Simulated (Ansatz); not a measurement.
Si4O7: short dynamics, then relaxation

A packing of 22 atoms, thrown in at random and pushed apart as soft spheres with like charges further apart (14 O, 8 Si) went through Langevin stages in a fixed cell of 16.01 Å³/atom, at one k point, without spin and with a Fermi–Dirac width of kT (0.05 eV at least). Method: DFT PBE, scalar-relativistic, plane waves, PAW in Ansatz 0.2.0.

```tsv
thermostat (K)	duration (fs)	friction (1/fs)	cutoff (eV)	mean T (K)	mean P (GPa)	mean square displacement (Å²)
4000	48	0.030	320	6091	5.3	0.79
4000	316	0.030	420	4180	-0.1	3.21
2880	296	0.030	420	3125	0.3	0.73
1600	314	0.030	420	1734	-0.3	0.59
300	466	0.030	420	284	-0.5	0.17
```

Means run over the second half of a stage; pressure includes the kinetic part; displacements count from the stage's start, the atoms' common shift taken off. In so short a run the atoms moved about a bond length or less in the hot stages, so this is an annealed packing, not a quenched equilibrium liquid.

Cell and atoms were then relaxed on coarser meshes and computed once more: Settings: cutoff 420 eV, Γ-centred mesh 3×3×3 on the computed 22-atom cell, Gaussian smearing of 0.02 eV; no spin polarisation.

Q: What structure is left?

A: One draw of many: 17.72 Å³/atom with a gap on the mesh of 2.04 eV, 2.36 eV/atom below the elements' standard states (static lattices, no corrections for gases) (a random packing after short dynamics, relaxed).

Counting as bonded all pairs within 1.2 times the summed covalent radii:

```tsv
atom → neighbour	mean count	mean length (Å)	spread (Å)
O → Si	2.00	1.65	0.03
Si → O	3.50	1.65	0.03
Si → Si	0.75	2.40	0.10
```

Angles between all pairs of such bonds at an atom (mean ± spread): 126 ± 29° at O, 102 ± 25° at Si.

```yaml
crystal:
  lattice:
    - [7.30027, -0.36511, -0.13580]
    - [-0.36712, 7.71141, 0.32890]
    - [-0.13323, 0.32863, 6.95659]
  atoms:
    - { symbol: Si, position: [0.43964, 0.10050, 0.19833] }
    - { symbol: Si, position: [0.50937, 0.18149, 0.61586] }
    - { symbol: Si, position: [0.70782, 0.66023, 0.88930] }
    - { symbol: Si, position: [0.29338, 0.26939, 0.82445] }
    - { symbol: Si, position: [0.02775, 0.53457, 0.64732] }
    - { symbol: Si, position: [0.16722, 0.76853, 0.34529] }
    - { symbol: Si, position: [0.74817, 0.98603, 0.92024] }
    - { symbol: Si, position: [0.91051, 0.59128, 0.26290] }
    - { symbol: O, position: [0.19859, 0.67601, 0.56616] }
    - { symbol: O, position: [0.30440, 0.09599, 0.69970] }
    - { symbol: O, position: [0.74396, 0.55446, 0.10975] }
    - { symbol: O, position: [0.51465, 0.20660, 0.38244] }
    - { symbol: O, position: [0.13169, 0.60666, 0.19791] }
    - { symbol: O, position: [0.11427, 0.37375, 0.77646] }
    - { symbol: O, position: [0.89370, 0.62542, 0.77814] }
    - { symbol: O, position: [0.60707, 0.04361, 0.07968] }
    - { symbol: O, position: [0.31053, 0.22219, 0.05684] }
    - { symbol: O, position: [0.94193, 0.79799, 0.32958] }
    - { symbol: O, position: [0.49121, 0.36373, 0.72764] }
    - { symbol: O, position: [0.31846, 0.92437, 0.28530] }
    - { symbol: O, position: [0.89897, 0.46037, 0.46413] }
    - { symbol: O, position: [0.67947, 0.07620, 0.70503] }
```

An odd mesh misses points on the zone edge, so a gap read on it can be too wide.

Cost: 6 runs of about 49 core-minutes in all (earlier runs that led there not counted), on Arm Neoverse V2 (shared hosts).